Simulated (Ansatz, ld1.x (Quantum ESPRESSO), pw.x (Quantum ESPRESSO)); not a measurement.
**From atom to crystal: ultrasoft potential for Hf (Z = 72)**

* Element: Hf
* Generator: ld1.x (Quantum ESPRESSO) 7.5
* Type: ultrasoft
* Functional: LDA (PW92)
* Relativity: scalar-relativistic
* Frozen core: [Xe] 4f14
* Valence charge: 4
* Reference configuration: 5d2 6s2 6p0
* Partial waves: 6s (bound): rcut 2.30, rcutus 3.20 bohr; 6s channel at 0.15 Ry: rcut 2.30, rcutus 3.20 bohr; 6p (bound, empty): rcut 2.45, rcutus 3.00 bohr; 6p channel at 0.55 Ry: rcut 2.45, rcutus 3.00 bohr; 5d (bound): rcut 2.25, rcutus 2.95 bohr; 5d channel at 0.15 Ry: rcut 2.25, rcutus 2.95 bohr
* Local potential: all-electron potential smoothed inside 2.50 bohr (lloc = -2)
* Core correction: Bessel-smoothed model core, default radius (core density twice the valence density)
* Augmentation charge: PSQ, inside the norm-conserving radii

Atomic tests: cutoffs needed: 10 Ry and 12 Ry (the cutoffs (Ry, on a coarse ladder) from which the occupation-weighted sum of valence levels, in a spherical-Bessel basis at the reference potential, stays within 10 and 1 mRy of its value at 400 Ry); ghost test: no extra level below or beside the all-electron valence levels (s, p, d, f tested) (spherical-Bessel basis up to 400 Ry, 20 bohr box); configuration tests: test run stopped at test 2 of 9 (negative rho).

Crystal test: sc Hf in pw.x 7.5, no spin, 12³ k-points, Fermi–Dirac smearing 0.01 Ry, cutoffs 40/320 Ry. The reference is all-electron LAPW (Ansatz 0.2.0) with the same functional, mesh and smearing; V0 and B0 come from Birch–Murnaghan fits to the pressures at five volumes. Errors are pseudo minus all-electron; Δ is the rms difference of the E(V) curves that follow from these fits, minima aligned, over ±6 % about the mean V0. Mesh and smearing are coarse, so the numbers serve the comparison and aren't converged zero-temperature values; the lattice is a test structure that the element need not adopt.

```
V (Å³/atom)  P all-electron (GPa)  P pseudo (GPa)
     21.643                  4.23            3.84
     22.212                  1.74            1.50
     22.782                 -0.47           -0.61
     23.352                 -2.45           -2.51
     23.921                 -4.22           -4.23
```

All-electron: a0 = 2.830 Å (V0 = 22.66 Å³/atom), B0 = 85.3 GPa.

Pseudopotential: mean pressure error (GPa): -0.17; a0 (Å): 2.828; a0 error (%): -0.06; B0 error (%): -3.9; Δ (meV/atom): 1.0. The largest radius (3.20 bohr) exceeds half the bond length (2.68 bohr), so the spheres overlap, which is one possible source of error among others. Atomic configuration tests: test run stopped at test 2 of 9 (negative rho).

Problem. At the middle volume, how do free energy and pressure move when the wave cutoff is lowered (ecutrho held at 320 Ry)?

Solution.

```
cutoff (Ry)  shift of F (meV/atom)  shift of P (GPa)
         18                   +4.3             -0.11
         24                   +1.2             +0.02
         32                   +0.1             +0.00
```

Input at the middle volume:

```
&control
  calculation='scf', prefix='x', pseudo_dir='./', outdir='./tmp', tstress=.true., disk_io='none'
/
&system
  ibrav=0, nat=1, ntyp=1, ecutwfc=40, ecutrho=320, nbnd=9,
  occupations='smearing', smearing='fd', degauss=0.01
/
&electrons
  conv_thr=1e-09, mixing_beta=0.4, electron_maxstep=70
/
ATOMIC_SPECIES
Hf 1.0 Hf.UPF
CELL_PARAMETERS angstrom
  2.83485347 0.00000000 0.00000000
  0.00000000 2.83485347 0.00000000
  0.00000000 0.00000000 2.83485347
ATOMIC_POSITIONS crystal
Hf 0.0000 0.0000 0.0000
K_POINTS automatic
12 12 12 0 0 0
```

```bash
pw.x < Hf.scf.in > Hf.scf.out
```

Lines of the output:

```
Message from routine setup:
     using ibrav=0 with symmetry is DISCOURAGED, use correct ibrav instead
     lattice parameter (alat)  =       5.3571  a.u.
     unit-cell volume          =     153.7406 (a.u.)^3
     number of electrons       =         4.00
     number of Kohn-Sham states=            9
     kinetic-energy cutoff     =      40.0000  Ry
     charge density cutoff     =     320.0000  Ry
     scf convergence threshold =      1.0E-09
     Exchange-correlation= PW
     number of k points=    84  Fermi-Dirac smearing, width (Ry)=  0.0100
     iteration #  1     ecut=    40.00 Ry     beta= 0.40
     total energy              =     -22.09764294 Ry
     estimated scf accuracy    <       0.00343285 Ry
     iteration #  2     ecut=    40.00 Ry     beta= 0.40
     total energy              =     -22.09756589 Ry
     estimated scf accuracy    <       0.00102401 Ry
     iteration #  3     ecut=    40.00 Ry     beta= 0.40
     total energy              =     -22.09761781 Ry
     estimated scf accuracy    <       0.00003660 Ry
     iteration #  4     ecut=    40.00 Ry     beta= 0.40
     total energy              =     -22.09762438 Ry
     estimated scf accuracy    <       0.00000009 Ry
     iteration #  5     ecut=    40.00 Ry     beta= 0.40
     total energy              =     -22.09762461 Ry
     estimated scf accuracy    <       0.00000002 Ry
     iteration #  6     ecut=    40.00 Ry     beta= 0.40
     the Fermi energy is     7.9491 ev
!    total energy              =     -22.09762461 Ry
     estimated scf accuracy    <          2.6E-10 Ry
     smearing contrib. (-TS)   =      -0.00716494 Ry
     The total energy is F=E-TS. E is the sum of the following terms:
     one-electron contribution =       5.41210547 Ry
     hartree contribution      =       0.05831734 Ry
     xc contribution           =     -19.08674759 Ry
     ewald contribution        =      -8.47413488 Ry
     convergence has been achieved in   6 iterations
          total   stress  (Ry/bohr**3)                   (kbar)     P=       -6.09
     Message from routine punch:
     Nothing written, as per user request (disk_io='none')
```

The run at the middle volume (84 k-points, 6 iterations) took about 6.7 s on one core of a shared host (Neoverse-V1, 32 threads, 247 GiB, load 27).
